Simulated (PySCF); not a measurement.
# Spin states of NaH

Unrestricted PBE0; PySCF, spin-free X2C with a Gaussian nucleus, basis sets Na x2c-TZVPPall, H x2c-TZVPPall. Outer shells of the fragments: Na 3s1; H 1s1.

Followed along the bond (rough minima from three points):

```csv
2Ms+1,unpaired,⟨S²⟩ at the start,R at minimum (Å),Te (eV)
1,none,0.00,1.89,0.00
3,σ ↑↑,2.00,none in the scan,≤ 2.33
```

Solutions found at the starting distance of 1.895 Å, counted from the lowest of them; the search is not exhaustive and high or unbound solutions are not listed, so other states can lie among these:

```
2Ms+1  unpaired   term  E (eV)  ⟨S²⟩  ⟨Lz²⟩  μ (D)
    1      none    ¹Σ⁺    0.00  0.00   0.00  -6.20
    3      σ ↑↑    ³Σ⁺    2.51  2.00   0.00   3.61
    3  σ ↑, π ↑     ³Π    3.78  2.00   1.00  -0.23
    1  σ ↑, π ↓  mixed    3.86  1.00   1.00   0.03
```

A term symbol is given only where ⟨S²⟩ and ⟨Lz²⟩ are close to those of a pure state; real π, δ and φ orbitals otherwise mix terms. A positive dipole means Na(−)H(+).

The measured ground state is X ¹Σ+ (Huber and Herzberg, Constants of Diatomic Molecules (1979)).

Counting both spins, an empty level lies below a filled one in some of these solutions, because spin and occupation are held.
